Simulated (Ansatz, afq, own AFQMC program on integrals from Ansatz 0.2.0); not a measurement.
## SiH$_{5}$, doublet in cc-pVTZ, levels against CCSDT(Q)

```xyz
6

H    -2.4358    0.0000    0.0000
H    -1.4527    0.0000    0.0000
Si    0.0823    0.0000    0.0000
H     0.5322   -1.4163    0.0000
H     0.5322    0.7081   -1.2265
H     0.5322    0.7081    1.2265
```

Basis cc-pVTZ. Noble-gas cores (and the filled d shells of Ga–Kr and In–Xe) are frozen. Integrals, coupled cluster, full CI and functionals: Ansatz 0.2.0; the random walks run on the same integrals in our own AFQMC program. ph-AFQMC/CISD is guided by a CISD state made of CCSD amplitudes; releasing the constraint for a short imaginary time cuts its bias at the price of noise, slowly where states lie close. Uncertainties: one standard error, sampling alone.

Determinant: UHF, the one that the program's search chose, which needn't be the lowest solution. The geometry is a point of a scan.

No full CI on the walks' own integrals is used here; CCSDT(Q) serves as the reference and is uncertain by about the last step of the cluster series.

The T1 diagnostic is 0.0164 and the weight of the determinant in the CISD state is 0.902. The ⟨S²⟩ of the determinant is 0.769 and the size of the correlated space is 9 electrons in 99 orbitals.

Reference: CCSDT(Q), correlation energy -5.294 eV. The released energy is read at 2.40 1/Eh (meV from the phaseless value at times in 1/Eh: -2 ± 5 at 0.24, -4 ± 4 at 0.51, -2.5 ± 2.5 at 0.99, -5 ± 3 at 1.62, -9 ± 4 at 2.40).

```csv
level,E − E(reference) (kJ/mol),share of correlation (%)
HF,510.8,0.00
MP2,103.2,79.79
CCSD,15.1,97.04
CCSD(T),2.8,99.45
CCSDT,0.4,99.93
ph-AFQMC/CISD,0.5 ± 0.4,99.90
released AFQMC,-0.3 ± 0.4,100.06
```

A walk keeps the symmetry of its determinant, which the program's search chose and which needn't be the lowest solution, so a lower state of the same spin and another symmetry isn't excluded. Released energies are given only where the last usable release times agree within the noise; a slower fall can still hide under it.
